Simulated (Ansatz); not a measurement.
Reaction (hydrogenolysis of the Al–N bond): `[NH2][AlH][NH2]` + H₂ → `[NH2][AlH2]` + NH₃

Calculated with Ansatz (gas phase, PBE0-D4/def2-TZVP geometries, no zero-point term in ΔE). CBS: def2 TZ/QZ extrapolation, frozen cores. Functionals use def2-TZVPP. Each species was taken in one conformer, which may not be the lowest.

CCSD(T)/CBS gives +70.1 kJ/mol.

**Question.** Another level gave +63.7 kJ/mol. Which?
A. HF/def2-TZVPP
B. MP2/def2-TZVPP
C. CAM-B3LYP/def2-TZVPP
D. r2SCAN0-D4/def2-TZVPP

**Answer.** C. CAM-B3LYP 63.7, r2SCAN0-D4 68.7, MP2/def2-TZVPP 73.0, HF/def2-TZVPP 53.3 kJ/mol.

**Question.** What do rigid-rotor, harmonic-oscillator terms from PBE0-D4/def2-TZVP frequencies (298.15 K, 1 bar) make of the CCSD(T)/CBS value? (Estimate.)

**Answer.** The calculation gave: ΔZPE = +14.2 kJ/mol, ΔH = +81.3 kJ/mol, ΔS = 22 J/(mol·K), ΔG = +74.6 kJ/mol.

Largest T1 diagnostic among the species: 0.011.

Leaving LDA and LC-ωPBE aside and taking each functional with its dispersion term where it has one, the values, not all of them listed here, spread over 17.2 kJ/mol, from B97M-V to r2SCAN-D4. LDA lies +5.6 kJ/mol from PBE without D4. The D4 term adds +5.3 kJ/mol with B3LYP and +2.9 kJ/mol with PBE0; it sums over pairs of atoms, weighted by their polarisabilities, and B3LYP, whose exchange is more repulsive, gets the larger term. At CCSD(T), def2-SVP lies −14.1 kJ/mol from the extrapolated value and def2-TZVPP −4.4 kJ/mol.

B3LYP here is the variant with VWN-RPA as its local correlation; programs differ in this.
